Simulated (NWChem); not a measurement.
nitrous oxide (N₂O); SMILES N#[N+][O-]

Program: NWChem. Geometry: optimised at PBE-D3(BJ)/def2-SVP.

Diagonal of the polarisability tensor at PBE/aug-cc-pVDZ, static: 33.12, 12.97, 12.97 bohr³.

Problem. Find the mean polarisability volume, the molar refraction, and the refractive index that an ideal gas of it would have at 273.15 K and 1 atm.

Solution. 
1. Mean: one third of the trace = 19.69 bohr³ × 0.14818 Å³/bohr³ = 2.92 Å³.
2. Molar refraction (Lorentz-Lorenz): (4π/3) N_A α = 7.4 cm³/mol.
3. Number density p/kT = 2.687 × 10⁻⁵ Å⁻³; n − 1 = 2π N α = 4.93 × 10⁻⁴.
4. These hold the electronic response alone: vibrational and orientational terms add to the static dielectric constant.
